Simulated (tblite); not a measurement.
Species: isobutyl mercaptan, C4H10S.
Bonds: C1–C2, C2–C3, C2–C4, C4–S5. Hydrogens: H6, H7, H8 on C1; H9 on C2; H10, H11, H12 on C3; H13, H14 on C4; H15 on S5.

Computed with GFN2-xTB (tblite), gas phase: nudged elastic band of 9 images (0 to 8), spring 0.2 eV/Å², climbing image at the end, force threshold 0.05 eV/Å. No saddle search or frequency run followed, so the top image need not be a first-order saddle, and its height can exceed the method's true barrier by a kcal/mol or more.

The band describes a rotation about C2–C4 (sp3 CH carbon, sp3 carbon bound to sulfur), followed by the dihedral C1–C2–C4–S5, from the optimised start (64°) to a second optimised geometry at 170°.

**Question.** How does the energy change from image to image?

**Answer.** 
```csv
image,dihedral (°),E (kJ/mol),C2–C4 (Å),C1···S5 (Å),largest true force (eV/Å)
0,64,0.00,1.526,3.25,0.01
1,77,1.80,1.528,3.41,0.05
2,90,5.50,1.531,3.57,0.05
3,103,8.88,1.534,3.72,0.04
4,117,10.21,1.536,3.86,0.03
5,130,8.95,1.535,3.98,0.04
6,143,6.04,1.532,4.07,0.05
7,157,3.61,1.528,4.13,0.04
8,170,1.88,1.527,4.16,0.01
```

Barriers of this band. The top is image 4 at 117°: 10.21 kJ/mol forward and 8.33 kJ/mol back; the end lies 1.88 kJ/mol above the start. The central bond is 0.010 Å longer at the top than at the start.

**Question.** What rate follows at 200 K for crossing this barrier forward?

**Answer.** Taking the electronic barrier for the free energy of activation (no zero-point or entropy terms, transmission 1), rate = (kT/h)·exp(−ΔE/kT) ≈ 9 × 10^9 s⁻¹, whose inverse is 1 × 10^-10 s. An error of 1 kcal/mol in the barrier changes this by a factor of 12, and the method and the loose band can each miss by that much or more.

**Question.** How would the two end points share their population at 200 K, from these energies alone?

**Answer.** exp(−ΔE/kT) with ΔE = 0.019 eV gives 0.33 for the higher one (end) against 1 for the lower, without vibrational, rotational or degeneracy terms. GFN2-xTB can put conformers this close in the wrong order.

The cost below is that of the whole band run. Time: 2.1 s; peak memory 0.18 GiB. Hardware: Intel Xeon at 2.60 GHz, one thread, no GPU, on a shared host.
